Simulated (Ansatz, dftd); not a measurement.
Species: C3H4, charge 0, singlet. C3H4 (SMILES C1CC=1).
B3LYP-D3(BJ)/def2-TZVP minimum from Ansatz (a quantum-chemistry and plane-wave program):
```
C
H 1 1.0889
H 1 1.0889 2 113.66
C 1 1.5050 2 119.64 3 -150.54
C 4 1.2868 1 64.69 2 -105.61
H 4 1.0750 5 149.73 1 180.00
H 5 1.0750 4 149.73 6 0.00
```
Charge 0, spin multiplicity 1.

Property: atomisation energy (electronic, to ground-state atoms), in kcal/mol. Radicals and triplets start from unrestricted determinants; spin-orbit coupling is neglected. CBS(X,Y): correlation extrapolated as X^-3, Hartree-Fock from the larger set (Q,5: extrapolated as (X+1)exp(-9√X)). A bracket is a step between two methods taken in the basis named. Functionals run without relativity, which enters their misses. Double hybrids freeze cores in their MP2 part. 'core' is core correlation in cc-pwCVTZ, 'X2C' scalar relativity in cc-pVTZ-DK, both at CCSD(T). Where a partner has so few electrons that a lower coupled-cluster level is exact, that level stands in.

Compared with CCSD(T)/CBS(cc-pVQZ,cc-pV5Z) + [CCSDT(Q) - CCSD(T)]/cc-pVDZ + core + X2C (Ansatz): 681.9 kcal/mol.

Q: Rank these levels by how close they come to it, closest first: r2SCAN-D3(BJ)/def2-TZVPD (Ansatz + dftd3); wB97M-V/def2-TZVPD (Ansatz); B2GP-PLYP-D4/def2-TZVPD (Ansatz + dftd4); PBE/def2-TZVPD (Ansatz); B2PLYP-D3(BJ)/def2-TZVPD (Ansatz + dftd3).

A: wB97M-V/def2-TZVPD (682.8 kcal/mol, difference 0.9), r2SCAN-D3(BJ)/def2-TZVPD (683.3 kcal/mol, difference 1.4), B2PLYP-D3(BJ)/def2-TZVPD (675.5 kcal/mol, difference -6.4), B2GP-PLYP-D4/def2-TZVPD (672.8 kcal/mol, difference -9.1), PBE/def2-TZVPD (701.1 kcal/mol, difference 19.2)
